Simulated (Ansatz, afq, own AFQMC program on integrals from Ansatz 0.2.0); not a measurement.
**Where AFQMC and coupled cluster stand for CH₂Al, doublet**

```xyz
4

Al    0.0000   -0.1895    1.0537
C     0.0000    0.3721   -2.2884
H     0.0000    0.7749    2.3110
H     0.0000   -0.1377   -3.2491
```

Connectivity, by distances: AlH ··· CH.

Basis cc-pVDZ. Noble-gas cores (and the filled d shells of Ga–Kr and In–Xe) are frozen. AFQMC by an in-house program on the Cholesky factors that Ansatz 0.2.0 writes for its CCSD(T) run. ph-AFQMC/CISD is guided by a CISD state made of CCSD amplitudes; releasing the constraint for a short imaginary time cuts its bias at the price of noise, slowly where states lie close. Error bars are statistical, one sigma.

Determinant: ROHF, the one that the program's search chose, which needn't be the lowest solution. The geometry is a point of a scan.

No full CI on the walks' own integrals is used here; CCSDT(Q) serves as the reference and is uncertain by about the last step of the cluster series.

Cautions: higher spins were not checked; a spin-contaminated unrestricted determinant lies lower (UHF 243 meV lower, ⟨S²⟩ 1.33).

The T1 diagnostic is 0.0202 and the weight of the determinant in the CISD state is 0.860. The size of the correlated space is 9 electrons in 36 orbitals.

```csv
level,correlation energy (eV)
MP2,-3.7411
CCSD,-5.0031
CCSD(T),-5.1004
```

Task: Estimate where AFQMC with the constraint released lies against CCSD(T) on the same integrals.

Result: 1.45 ± 0.60 mEh below CCSD(T).

Reference: CCSDT(Q), correlation energy -5.141 eV. The released energy is read at 1.62 1/Eh, later times being too noisy (meV from the phaseless value at times in 1/Eh: -7 ± 9 at 0.24, -20 ± 12 at 0.51, -13 ± 16 at 0.99, -13 ± 16 at 1.62, -42 ± 29 at 2.40).

| level | E − E(reference) (mEh) | share of correlation (%) |
| --- | --- | --- |
| CCSD(T) | 1.51 | 99.20 |
| CCSDT | 0.18 | 99.91 |
| ph-AFQMC/HF | -0.77 ± 1.79 | 100.41 |
| ph-AFQMC/CISD | 0.53 ± 0.45 | 99.72 |
| released AFQMC | 0.06 ± 0.60 | 99.97 |

A walk keeps the symmetry of its determinant, which the program's search chose and which needn't be the lowest solution, so a lower state of the same spin and another symmetry isn't excluded. Released energies are given only where the last usable release times agree within the noise; a slower fall can still hide under it.
